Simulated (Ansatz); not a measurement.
## doublet N₂(+): levels of theory in one basis

```csv
atom,x (Å),y (Å),z (Å)
N,0.0000,0.0000,0.0000
N,0.0000,0.0000,1.5700
```

Basis set: def2-SVP (spherical functions). Left uncorrelated: 2 orbitals. Correlation on ROHF uses semicanonical orbitals with singles. Charge 1, multiplicity 2.

Computed with Ansatz (development build ahead of 0.2.0); each method stands on the lowest determinant of its kind that the runs found.

| method | E − E(ROHF) (eV) | <S²> of the determinant |
| --- | --- | --- |
| ROHF | 0.00 | 0.75 |
| UHF | -3.53 | 2.60 |
| ROHF-MP2 | -7.46 | – |
| UHF-MP2 | -7.75 | 2.60 |

Is a single determinant a sound starting point here?

It is doubtful. Unrestricted orbitals lower Hartree–Fock by 3.53 eV and <S²> is 2.60 where a pure state has 0.75, a sign of strong static correlation.

Caution for ROHF, ROHF-MP2: an unrestricted determinant lies well below. Caution for UHF, UHF-MP2: the unrestricted determinant is a mixture of spin states. Caution for ROHF-MP2, UHF-MP2: bonds are stretched, where a single reference can fail; forces differ strongly between restricted and unrestricted references; MP2 on this radical cation hangs on the determinant chosen. Caution for ROHF-MP2: other determinants can give a lower correlated total.
